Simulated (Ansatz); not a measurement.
## Which is lower?

Two relaxed structures of CH2BO, doublet (PBE0-D4/def2-TZVP; forces vanish, vibrations not checked).

A:

| atom | x (Å) | y (Å) | z (Å) |
| --- | --- | --- | --- |
| C1 | 0.5068 | -0.4869 | 0.5530 |
| B2 | -0.3258 | 0.3124 | -0.3547 |
| O3 | 1.1567 | -1.1108 | 1.2615 |
| H4 | -0.8052 | -0.2520 | -1.2863 |
| H5 | -0.4579 | 1.4657 | -0.0922 |

B:

C1  (-0.337, 0.324, -0.368)
B2  (1.148, -1.102, 1.252)
O3  (0.421, -0.404, 0.459)
H4  (-0.773, -0.187, -1.212)
H5  (-0.458, 1.369, -0.131)
(Å)

Computed with Ansatz 0.2.0 (basis: def2-TZVPP); correlated methods freeze the cores; orbitals are unrestricted. B3LYP uses VWN-RPA correlation.

Task: Which structure is lower at CCSD(T), and by how much? (To be estimated.)

Result: The calculation gives: A, by 43.74 kcal/mol (electronic energy, against the other). By their contacts, A is CH₂BO ([BH2][C][O]) and B is CH₂BO ([B][O][CH2]).

All methods give the same order:

```
   method  E(B) − E(A) (kcal/mol)
   PBE-D4                   50.77
r2SCAN-D4                   49.14
  PBE0-D4                   47.16
 B3LYP-D4                   46.42
  wB97M-V                   44.41
       HF                   34.88
      MP2                   47.98
     CCSD                   41.97
  CCSD(T)                   43.74
```

The T1 diagnostic stays at or below 0.020. ⟨S²⟩ of the unrestricted Hartree–Fock references: 0.76 (a pure state has 0.75).

Labels in which every atom is bracketed show which atoms are joined, not bond orders.

For scale, one of the runs: CCSD(T)/def2-TZVPP, 121 basis functions, launched by `ansatz run in.yaml --threads 2 --pin off --events-out ev --progress --plain --max-ram 4352MiB`. The run took 19 s on 2 CPU threads of an Arm Neoverse V2 (shared host), with 1.2 GiB of host memory at its peak.
